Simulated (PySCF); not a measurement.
# A barrier at the coupled-cluster level

Start structure (BH₄ClO, closed shell), relaxed at PBE0-D4/def2-TZVP:

```
7
angstrom
B 0.4344 -1.1004 0.2661
O -0.3085 -0.1462 -0.3443
H 1.2338 -0.7222 1.0672
H 0.2684 -2.2541 -0.0099
H -0.2469 1.7297 -0.0658
Cl -0.2563 3.0154 0.0851
H -0.9429 -0.4821 -0.9834
```

The step: BH₃O ([BH2][OH]) + HCl → BH₂Cl ([BH2][Cl]) + H₂O (still joined by a long B–O bond); bonds formed: B1–Cl6, O2–H5; bonds broken: H5–Cl6; bonds weakened to dative contacts: B1–O2. Computed with PySCF 2.14 with density fitting (its default auxiliary sets; JK sets also for MP2 and CCSD(T)) (basis: def2-TZVPP and def2-QZVPP); correlated methods freeze the cores. Extrapolation: Hartree–Fock as exp(−7.88 √X), correlation as X^−2.97. Energies below are by CCSD(T) at an estimated basis limit (MP2 extrapolated from triple and quadruple zeta, plus CCSD(T) − MP2 in triple zeta).

**Question.** What are the electronic barrier and the energy of the step, from the start structure to the end structure? (To be estimated.)

**Answer.** The calculation gives: Barrier 21.96 kcal/mol; step energy 1.85 kcal/mol (uphill); reverse barrier, their difference, 20.11 kcal/mol. Barrier and step energy count from the start structure, the reverse barrier from the end structure.

The saddle point: One imaginary mode of 984i cm⁻¹.
```csv
pair,start (Å),saddle (Å),end (Å)
B1–Cl6,4.18,2.23,1.84
O2–H5,1.90,1.30,0.97
B1–O2,1.35,1.48,1.65
H5–Cl6,1.29,1.49,2.81
```

Zero-point energy (harmonic, PBE0-D4): ZPE is 27.93 kcal/mol at the start and 27.32 kcal/mol at the saddle, so the barrier goes from 21.96 to 21.35 kcal/mol.

T1 diagnostic: at most 0.013.

Hydrogen chloride, the by-product of chloride precursors, can attack films and sites by steps of this kind.

Labels in which every atom is bracketed show which atoms are joined, not bond orders.

For scale, one of the runs: CCSD(T)/def2-TZVPP, 160 basis functions, launched by `OMP_NUM_THREADS=4 python run.py`. The run took 2.6 min on 4 CPU threads of an AMD EPYC (shared host), with 1.2 GiB of host memory at its peak.
